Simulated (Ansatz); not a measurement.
Geometry optimisation, Ansatz, RKS PBE0-D4/def2-SVP.

Input file:

```yaml
crystal:
  periodic: [false, false, false]
  atoms:
    - { symbol: C, position_ang: [0.03, 0.8977, -0.3263] }
    - { symbol: "N", position_ang: [0.8172, -0.0984, 0.2503] }
    - { symbol: C, position_ang: [0.1647, -1.1979, 0.4552] }
    - { symbol: F, position_ang: [-1.0261, -1.3087, 0.1575] }
    - { symbol: H, position_ang: [-0.4062, 0.6282, -1.3322] }
    - { symbol: H, position_ang: [-0.8501, 1.224, 0.3223] }
    - { symbol: H, position_ang: [0.6101, 1.8461, -0.4871] }
    - { symbol: H, position_ang: [0.7526, -2.0482, 0.9044] }
basis:
  gaussian: { orbitals: def2-SVP }
hamiltonian:
  xc: pbe0
  dispersion: d4
relax:
  f_tol: 0.015
  max_steps: 40
output:
  orbitals: {}
```

Command:

```bash
$ ansatz run input.yaml --threads 1 --pin off --max-ram 2048MiB --backend cpu --events-out ev --progress --plain --runs-dir out
```

Q: Where does it end, and by what steps?

A: The forces met the threshold. The force dipped under the threshold on the way, but the program's further checks kept it going. After 15 steps the energy has fallen by 0.574 eV; F4 moved furthest, 0.79 Å.

```csv
step,energy less start (eV),largest force component (eV/Å),accepted
0,0.0000,7.289,yes
1,-0.3951,3.164,yes
2,-0.4720,0.987,yes
3,-0.4316,1.460,no
4,-0.5245,0.794,yes
5,-0.5407,0.105,yes
6,-0.5447,0.086,yes
7,-0.5461,0.519,yes
8,-0.5676,0.131,yes
9,-0.5721,0.045,yes
10,-0.5721,0.270,no
11,-0.5729,0.043,yes
12,-0.5737,0.010,yes
13,-0.5735,0.063,no
14,-0.5737,0.044,yes
15,-0.5738,0.014,yes
```

```xyz
8
Properties=species:S:1:pos:R:3
C -0.011 0.934 -0.452
N 0.731 -0.256 -0.133
C 0.217 -1.199 0.496
F -1.048 -1.231 0.943
H -0.008 1.073 -1.545
H -1.054 0.938 -0.095
H 0.514 1.805 -0.029
H 0.751 -2.121 0.759
```

The run took 56 s on 1 thread of Intel(R) Xeon(R) Processor @ 2.70GHz, on a shared host, peak memory 0.15 GiB.
